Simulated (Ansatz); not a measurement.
**Relative stability**

Two relaxed structures of BSiNH5, doublet (PBE0-D4/def2-TZVP; forces vanish, vibrations not checked).

A:

B1  (-0.524, 0.999, -0.779)
N2  (-0.029, -0.103, -0.202)
Si3  (0.636, -1.526, 0.476)
H4  (-0.226, 1.275, -1.916)
H5  (-1.272, 1.725, -0.170)
H6  (-0.440, -2.478, 0.849)
H7  (1.501, -2.134, -0.570)
H8  (1.451, -1.201, 1.673)
(Å)

B:

```tsv
atom	x (Å)	y (Å)	z (Å)
B1	-0.3002	0.4145	0.4506
N2	-0.5339	1.1195	-0.7262
Si3	0.4736	-1.4042	0.4626
H4	-0.2948	0.7826	-1.6435
H5	-0.9618	2.0304	-0.7352
H6	-0.6289	0.9173	1.4874
H7	1.1585	-1.9542	-0.7401
H8	1.0716	-1.9458	1.7083
```

Ansatz 0.2.0; basis: def2-TZVPP; cores frozen in the correlated methods; orbitals are unrestricted. B3LYP uses VWN-RPA correlation.

(1) Which structure is lower at CCSD(T), and by how much? (Judge from chemistry; the value comes from the calculation.)

(2) Do the other methods give the same order? (Judge from chemistry; the calculation decides.)

No T1 diagnostic of these runs exceeds 0.026. ⟨S²⟩ of the unrestricted Hartree–Fock references: 0.77 (a pure state has 0.75).

Results:

(1) By the calculation: B, by 32.4 kJ/mol (electronic energy, against the other). By their contacts, A is BSiNH₅ ([BH2][N][SiH3]) and B is BSiNH₅ ([NH2][BH][SiH2]).

(2) Computed: Not all: HF gives the other order.

| method | E(B) − E(A) (kJ/mol) |
| --- | --- |
| PBE-D4 | -39.0 |
| r2SCAN-D4 | -24.4 |
| PBE0-D4 | -41.0 |
| B3LYP-D4 | -16.3 |
| wB97M-V | -23.4 |
| HF | 18.3 |
| MP2 | -53.1 |
| CCSD | -28.0 |
| CCSD(T) | -32.4 |

Labels in which every atom is bracketed show which atoms are joined, not bond orders.

For scale, one of the runs: CCSD(T)/def2-TZVPP, 174 basis functions, launched by `ansatz run in.yaml --threads 2 --pin off --events-out ev --progress --plain --max-ram 4352MiB`. Hardware: 2 CPU threads of an Arm Neoverse V1, shared host. Wall time 86 s; peak host memory 3.6 GiB.
